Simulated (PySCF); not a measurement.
## Working out the ionisation energy of Ar

Ar [Ar] (1S) → Ar⁺ [Ne] 3s2 3p5 (2P). Computed with PySCF 2.14 in dyall-acv3z (19s12p6d4f, 113 functions), with no relativity, point nucleus. Frozen: 1s2; the 15 highest virtual orbitals dropped. Energies in hartree (1 hartree = 27.21139 eV):

| part | Ar (lower) | Ar⁺ (upper) |
| --- | --- | --- |
| UHF | -526.816982 | -526.282329 |
| MP2 opposite-spin | -0.395524 | -0.365688 |
| MP2 same-spin | -0.146128 | -0.131267 |

**Question.** What does Hartree-Fock give?

**Answer.** (-526.282329) − (-526.816982) = 0.534653 hartree = 14.549 eV.

**Question.** What do MP2 and SCS-MP2 (6/5 opposite-spin, 1/3 same-spin) give?

**Answer.** The opposite-spin parts differ by 0.812 eV and the same-spin parts by 0.404 eV. MP2: 14.549 + (0.812) + (0.404) = 15.765 eV. SCS-MP2: 14.549 + 1.2 × (0.812) + (0.404)/3 = 15.658 eV.

Measured between the centres of the two terms (NIST): 15.819 eV, so MP2 (valence and next inner shell) is off by -0.054 eV.

What remains against the reference includes basis incompleteness, the frozen core and correlation beyond second order.
